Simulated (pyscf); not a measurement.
A first-order saddle from PySCF, ωB97X-D3(BJ)/def2-SVP:

```
Ga
N 1 1.7406
H 2 1.0195 1 129.90
H 2 1.4875 3 158.96 1 179.54
H 4 0.9403 2 140.48 3 -179.72
H 1 1.5411 2 170.71 3 0.15
```
Charge 0, spin multiplicity 1.

Surface: singlet, charge 0. Lowest wavenumbers (cm⁻¹): 1351i, 408, 485, 568, 682.

Problem. Which two sides does it connect, and which bonds change?

Solution. H₂N–GaH₂ ⇌ HN=GaH + hydrogen (H₂), an elimination read from left to right: Ga–H, H–N broken and H–H formed. At ωB97M-D3(BJ)/def2-TZVP it lies +3.41 eV from the left side and +0.66 eV from the right (each side as separated species at their lowest minima found). At the saddle there is also a short Ga–H contact that neither side keeps. The same reactants have a lower exit, to NH₃ + GaH [singlet] (barrier +2.84 eV at ωB97M-D3(BJ)/def2-TZVP, against +3.41 eV here). HN=GaH lies 2.20 eV over its isomer H₂N–Ga [singlet] (electronic energy, ωB97M-D3(BJ)/def2-TZVP). This is the saddle that the search found; another between the same sides may lie lower. Elements up to Kr have no core potential and no relativistic terms here.
